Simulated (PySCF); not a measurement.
Process, species as SMILES: N#P (N-P) + 3 [H][H] (H2) → N (NH3) + P (PH3)
B3LYP-D3(BJ)/def2-TZVP geometries, fixed; electronic energies without zero-point terms.

Effect of the auxiliary basis of density fitting at M06-2X/def2-TZVP with PySCF, against the last row, where the energy of full hydrogenation is -68.31 kcal/mol.

```
setting                                fitting functions, largest species  largest shift of a total energy (mEh)  shift of the energy of full hydrogenation (kcal/mol)
-------------------------------------  ----------------------------------  -------------------------------------  ----------------------------------------------------
density fitting: autoaux                                              266                                  0.007                                                 0.002
density fitting: def2-universal-jkfit                                 131                                  0.023                                                -0.002
density fitting: cc-pvtz-jkfit                                        169                                  0.090                                                -0.046
density fitting: cc-pvqz-jkfit                                        259                                  0.043                                                -0.011
density fitting: none                                                   -                                  0.000                                                 0.000
```

Within 0.02 kcal/mol in the energy of full hydrogenation: density fitting: autoaux; density fitting: def2-universal-jkfit; density fitting: cc-pvqz-jkfit. The largest shift is 0.090 mEh in a total energy and 0.046 kcal/mol in the difference.
